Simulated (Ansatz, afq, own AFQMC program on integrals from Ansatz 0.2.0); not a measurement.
MgF⁻, triplet in aug-cc-pVDZ, levels against CCSDT(Q)

```xyz
2

F     0.0000    0.0000    0.0000
Mg    0.0000    0.0000    6.1890
```

Basis aug-cc-pVDZ. Noble-gas cores (and the filled d shells of Ga–Kr and In–Xe) are frozen. Integrals, coupled cluster, full CI and functionals: Ansatz 0.2.0; the random walks run on the same integrals in our own AFQMC program. ph-AFQMC/CISD is guided by a CISD state made of CCSD amplitudes; releasing the constraint for a short imaginary time cuts its bias at the price of noise, slowly where states lie close. Error bars are statistical, one sigma.

Determinant: ROHF, the one that the program's search chose, which needn't be the lowest solution. The geometry is a point of a scan.

No full CI on the walks' own integrals is used here; CCSDT(Q) serves as the reference and is uncertain by about the last step of the cluster series.

Cautions: lower spins were not checked.

```
T1 diagnostic                               : 0.0216
weight of the determinant in the CISD state : 0.928
size of the correlated space                : 10 electrons in 44 orbitals
```

| level | correlation energy (eV) |
| --- | --- |
| MP2 | -6.5229 |
| CCSD | -6.4898 |
| CCSD(T) | -6.6525 |

Estimate where AFQMC with the constraint released lies against CCSD(T) on the same integrals.

0.38 ± 1.15 kcal/mol below CCSD(T). The gap is under twice the noise, so this walk alone can't tell the two apart.

Reference: CCSDT(Q), correlation energy -6.669 eV. The released energy is read at 0.99 1/Eh, later times being too noisy (meV from the phaseless value at times in 1/Eh: -27 ± 27 at 0.24, -46 ± 30 at 0.51, -32 ± 50 at 0.99, -124 ± 84 at 1.62, 24 ± 293 at 2.40).

| level | E − E(reference) (kcal/mol) | share of correlation (%) |
| --- | --- | --- |
| CCSD(T) | 0.39 | 99.75 |
| CCSDT | 0.16 | 99.89 |
| ph-AFQMC/HF | -6.40 ± 1.86 | 104.16 |
| ph-AFQMC/CISD | 0.74 ± 0.76 | 99.52 |
| released AFQMC | 0.00 ± 1.15 | 100.00 |

A walk keeps the symmetry of its determinant, which the program's search chose and which needn't be the lowest solution, so a lower state of the same spin and another symmetry isn't excluded. Released energies are given only where the last usable release times agree within the noise; a slower fall can still hide under it.
